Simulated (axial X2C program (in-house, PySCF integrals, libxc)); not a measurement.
# PC: nuclear properties from DFT to coupled cluster

Computed with an axial X2C code built on PySCF integrals: two-component X2C with atomic mean-field Coulomb and Gaunt terms, Gaussian nuclei, basis P dyall-av3z, C dyall-av3z with contracted cores.

R = 1.557 Å (near the PBE0 minimum at charge 0 of the determinant lowest at the starting distance; the state shown can have its own minimum elsewhere); state Ω = 1/2 (⟨Sz⟩ = 0.50, ⟨Lz⟩ = 0.00 at PBE0).

```csv
level,Eeff magnitude (GV/cm),Ws magnitude P (kHz),A∥/gI P (MHz),qzz P (a.u.),A∥/gI C (MHz),μ (D)
PBE0,0.0349,0.0124,61.3,-0.52,430,-0.94
HF,0.0164,0.00372,90,-0.99,645,-0.17
B3LYP,0.0288,0.00752,53.2,-0.46,432,-1.05
```

Eeff is the effective electric field on the electron electric dipole moment in this Ω state and Ws the scalar–pseudoscalar constant of the nucleus named (defined with the proton number Z and per Ω); A∥ (defined per Ω) follows by multiplying with gI = μI/(I μN); qzz is the electric field gradient, eQq0 = 234.96 MHz × Q/barn × qzz; μ is positive if the C end (last atom) is positive. The operators were transformed with the bare-nucleus X2C matrices; with these basis sets, hyperfine constants and field gradients can be off by tens of per cent, and where levels differ in sign neither size nor sign is settled.

Finite-field MP2, CCSD and CCSD(T), with 9 electrons correlated in 111 natural virtual spinors (MP2 remainder added):

```
  level  Eeff magnitude (GV/cm)  Ws magnitude P (kHz)  A∥/gI P (MHz)  qzz P (a.u.)  A∥/gI C (MHz)  μ (D)
    MP2                  0.0861                0.0479           61.1         -0.72            484  -1.04
   CCSD                  0.0591                 0.028             28         -0.57            458  -0.92
CCSD(T)                  0.0581                0.0274           15.4         -0.49            436  -0.96
```

T1 = 0.097 (Lee–Taylor), a sign of multireference character. One unrestricted determinant, the lowest of a limited PBE0 search, is the reference; the functionals treat spin collinearly. Eeff spreads by more than a factor of two over the levels. Correlation of the inner shells is missing, which matters for properties at the nucleus. Number of frozen shells: P 2 s, 1 p; C 1 s.

By how much does correlation change each value, CCSD(T) against HF?

Eeff magnitude 254 %; Ws magnitude P 637 %; A∥/gI P -83 %; qzz P -51 %; A∥/gI C -32 %; μ 465 %.
